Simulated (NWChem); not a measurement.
**SiH3 (silyl radical) at UCC2/6-31G(d) (Cartesian functions)**

What is the vertical doublet–quartet gap of SiH3 (silyl radical) at UCC2/6-31G* (Cartesian functions)? 

The calculation is run with NWChem 7.3.0.

1 further run of the same task is left out (it didn't finish).

## Step 1: The structure to begin with

The species is SiH3 (4 atoms), meant as a doublet with charge 0. SMILES: `[SiH3]`. Geometry: relaxed at GFN2-xTB.

Bond lengths: Si1–H2 1.449 Å, Si1–H3 1.449 Å, Si1–H4 1.448 Å. Angles: H2–Si1–H3 115.4°, H2–Si1–H4 115.4°, H3–Si1–H4 115.3°.

## Step 2: A single-point energy at UCC2/6-31G(d) (Cartesian functions)

Input file h3si.nw:

```
start h3si
memory total 2200 mb

geometry noautosym nocenter noautoz
  Si     0.206560    -0.018900    -0.115090
  H      0.587110     0.661780     1.105640
  H     -0.194960    -1.401590     0.043390
  H     -0.598710     0.758710    -1.033940
end

basis cartesian
  * library 6-31G*
end

scf
  nopen 1
  uhf
  maxiter 60
end

tce
  scf
  cc2
  freeze core 5
  maxiter 100
end

task tce energy
```

Launch:

```console
nwchem h3si.nw > h3si.out
```

Output:

```text
[...]
  functions       =    25
[...]
  wavefunction    = UHF
[...]
         Total SCF energy =   -290.603078185111
      One electron energy =   -434.294429187319
      Two electron energy =    127.698481206756
 Nuclear repulsion energy =     15.992869795452
                       Sz =      0.5000
                 Sz(Sz+1) =      0.7500
                      S^2 =      0.7563
[...]
         Wavefunction type : Unrestricted Hartree-Fock
          No. of electrons :    17
[...]
         Spin multiplicity : doublet
[...]
```

Wall time 1.2 s (1 thread of AMD EPYC 9R45 (Zen 5), shared host); peak memory 0.11 GiB.

## Step 3: The quartet, same level

Input file a.nw:

```
START a
memory total 2200 mb

GEOMETRY units angstrom noautosym nocenter noautoz
   Si    0.206560   -0.018900   -0.115090
   H     0.587110    0.661780    1.105640
   H    -0.194960   -1.401590    0.043390
   H    -0.598710    0.758710   -1.033940
END

BASIS
   Si library 6-31G*
   H library 6-31G*
END

SCF
   quartet
   uhf
   maxiter 80
END

TCE
   scf
   cc2
   freeze core 5
   maxiter 100
END

TASK tce
```

Launch:

```console
nwchem a.nw > a.out
```

Output:

```text
[...]
  functions       =    25
[...]
  wavefunction    = UHF
[...]
         Total SCF energy =   -290.266100339212
      One electron energy =   -433.598461352318
      Two electron energy =    127.339491217654
 Nuclear repulsion energy =     15.992869795452
                       Sz =      1.5000
                 Sz(Sz+1) =      3.7500
                      S^2 =      3.7566
[...]
         Wavefunction type : Unrestricted Hartree-Fock
          No. of electrons :    17
[...]
         Spin multiplicity : quartet
[...]
```

Wall time 2.3 s (1 thread of AMD EPYC 9R45 (Zen 5), shared host); peak memory 0.11 GiB.

## Step 4: Results

At UCC2/6-31G* (Cartesian functions), 5 core orbitals frozen:

```
                                                           quantity          value
                         doublet: ground-state or mean-field energy  -290.67247 Eh
doublet: HOMO energy (Hartree–Fock orbitals) (highest over α and β)       -8.53 eV
 doublet: LUMO energy (Hartree–Fock orbitals) (lowest over α and β)        1.52 eV
               doublet: correlation energy (5 core orbitals frozen)      -69.4 mEh
                         doublet: ⟨S²⟩ of the reference determinant          0.756
                         quartet: ground-state or mean-field energy  -290.32903 Eh
quartet: HOMO energy (Hartree–Fock orbitals) (highest over α and β)       -3.69 eV
 quartet: LUMO energy (Hartree–Fock orbitals) (lowest over α and β)       -2.98 eV
               quartet: correlation energy (5 core orbitals frozen)      -62.9 mEh
                         quartet: ⟨S²⟩ of the reference determinant          3.757
                   vertical energy of the quartet above the doublet       9.346 eV
```

In words: At this shape the quartet lies 9.35 eV (216 kcal/mol) above the doublet. Mulliken charges (doublet) run from -0.10 on H2 to +0.30 on Si1. Mulliken charges (quartet) run from -0.12 on Si1 to +0.17 on H4; they depend strongly on the basis.
